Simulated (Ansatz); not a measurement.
A made-up structure of C$_{2}$H$_{4}$B (charge +1), closed shell:

```
7
angstrom
B -1.2520 0.4333 -0.8088
C 0.0743 -0.0260 0.0481
C 1.2284 -0.4253 0.7936
H -2.1191 -0.5131 -1.1897
H -1.4059 1.7338 -1.0877
H 1.4193 -1.6046 1.0771
H 2.0550 0.4020 1.1675
```

It is relaxed with PBE-D4/def2-SVP and then PBE0-D4/def2-TZVP (Ansatz 0.2.0). Atoms count as bonded within 1.22 times the sum of their covalent radii (H–H: 0.88 Å). The end point is not checked to be a true minimum.

Q: Does its bonding change? (A judgement: the text doesn't fix the answer.)

A: By the calculation: No: no bond forms or breaks.

Where it ends: The first stage lowers the energy by 1.45 eV in 5 steps. It ends as C₂H₄B ([BH2][C][CH2]), total charge +1:
```xyz
7
angstrom
B -1.1179 0.3870 -0.7218
C 0.0663 -0.0230 0.0432
C 1.0969 -0.3798 0.7084
H -1.8921 -0.4582 -1.0617
H -1.2556 1.5480 -0.9712
H 1.2673 -1.4328 0.9610
H 1.8350 0.3588 1.0421
```

Labels in which every atom is bracketed show which atoms are joined, not bond orders.

For scale, one of the runs: PBE0-D4/def2-TZVP relaxation, 117 basis functions, launched by `ansatz run in.yaml --threads 2 --pin off --events-out ev --progress --plain --max-ram 4352MiB`. The run took about 9.5 s on 2 CPU threads of an Arm Neoverse V2 (shared host).
